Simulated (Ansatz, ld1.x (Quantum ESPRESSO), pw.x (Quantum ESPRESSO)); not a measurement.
osmium: one change to the TM potential, in the atom and in the bcc crystal

```json
{
  "Element": "Os",
  "Generator": "ld1.x (Quantum ESPRESSO) 7.5",
  "Type": "norm-conserving Troullier–Martins (Kleinman–Bylander form)",
  "Functional": "PBEsol",
  "Relativity": "scalar-relativistic",
  "Frozen core": "[Xe] 4f14",
  "Valence charge": "8",
  "Reference configuration": "5d6 6s2 6p0",
  "Partial waves": "6p (bound, empty): rc 2.70 bohr; 5d (bound): rc 1.95 bohr; 6s (bound): rc 1.85 bohr",
  "Local potential": "the s channel",
  "Core correction": "Bessel-smoothed model core, default radius (core density twice the valence density)"
}
```

Change: all radii but the core radius scaled by about 0.94 (s 1.74, p 2.54, d 1.84 bohr).

Cutoffs, loose and tight: the cutoffs (Ry, on a coarse ladder) from which the occupation-weighted sum of valence levels, in a spherical-Bessel basis at the reference potential, stays within 10 and 1 mRy of its value at 400 Ry. They do not see the model core or the augmentation charge, which bear on the density cutoff. Test errors are all-electron minus pseudo excitation energies from the reference, over the configurations 5d6 6s1 6p0; 5d6 6s0 6p0; 5d5 6s0 6p0; 5d6 6s1 6p1; 5d6.5 6s1.5 6p0; 5d6 6s0 6p1; 5d6 6s0 6p2; variants that change the core or the reference have their own tests.

Crystal test: bcc Os in pw.x 7.5, no spin, 15³ k-points, Fermi–Dirac smearing 0.01 Ry, cutoffs set for each file from its atomic test. The reference is all-electron LAPW (Ansatz 0.2.0) with the same functional, mesh and smearing; V0 and B0 come from Birch–Murnaghan fits to the pressures at five volumes. Errors are pseudo minus all-electron; Δ is the rms difference of the E(V) curves that follow from these fits, minima aligned, over ±6 % about the mean V0. Mesh and smearing are coarse, so the numbers serve the comparison and aren't converged zero-temperature values; the lattice is a test structure that the element need not adopt.

All-electron: a0 = 3.063 Å (V0 = 14.37 Å³/atom), B0 = 379.8 GPa.

Problem. Does the change bring the crystal closer to the all-electron result?

Solution. The mean pressure error goes from +9.38 to +6.57 GPa, so the change moves the solid closer to the all-electron pressures.

| quantity | base | changed |
| --- | --- | --- |
| outcome (atom) | generated | generated |
| cutoff, loose (atom) | 40 Ry | 40 Ry |
| cutoff, tight (atom) | 70 Ry | 110 Ry |
| bound ghosts (atom) | none | none |
| largest test error (meV) (atom) | -170 | -190 |
| cutoffs in pw.x (Ry) | 85/340 | 135/540 |
| a0 (Å) | 3.087 | 3.080 |
| a0 error (%) | +0.78 | +0.55 |
| B0 error (%) | -1.4 | -0.7 |
| Δ (meV/atom) | 28.0 | 19.8 |
| mean pressure error (GPa) | +9.38 | +6.57 |

Base: The largest radius (2.70 bohr) exceeds half the bond length (2.51 bohr), so the spheres overlap, which is one possible source of error among others. This is a poor potential for the solid. Changed file: This is a poor potential for the solid. The atomic cutoffs weigh occupied waves only.
